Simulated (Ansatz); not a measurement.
Geometry optimisation, Ansatz 0.2.0, RKS B3LYP-D4/6-31G*.

input.yaml

```yaml
crystal:
  periodic: [false, false, false]
  atoms:
    - { symbol: S, position_ang: [-1.38422, -0.78253, 1.29813] }
    - { symbol: C, position_ang: [-0.42041, -0.23735, 0.12198] }
    - { symbol: S, position_ang: [1.07661, 0.60996, 0.3926] }
    - { symbol: H, position_ang: [-0.67, -0.37938, -0.92112] }
    - { symbol: H, position_ang: [1.03719, 0.59022, 1.72777] }
basis:
  gaussian: { orbitals: "6-31G*" }
hamiltonian:
  xc: b3lyp
  dispersion: d4
relax:
  f_tol: 0.015
  max_steps: 40
```

Launched with:

```bash
$ ansatz run input.yaml --threads 1 --pin off --max-ram 2048MiB --backend cpu --events-out ev --progress --plain --runs-dir out
```

**Question.** Where does it end, and by what steps?

**Answer.** The run converged. After 4 steps the energy has fallen by 0.046 eV; S1 moved furthest, 0.07 Å.

```csv
step,energy less start (eV),largest force component (eV/Å),accepted
0,0.0000,0.897,yes
1,-0.0404,0.251,yes
2,-0.0423,0.251,yes
3,-0.0457,0.156,yes
4,-0.0462,0.009,yes
```

```xyz
5
Properties=species:S:1:pos:R:3
S -1.448 -0.818 1.292
C -0.430 -0.243 0.156
S 1.080 0.612 0.366
H -0.636 -0.360 -0.911
H 1.073 0.610 1.717
```

Time of the run: 40 s on 1 CPU thread of a shared host.
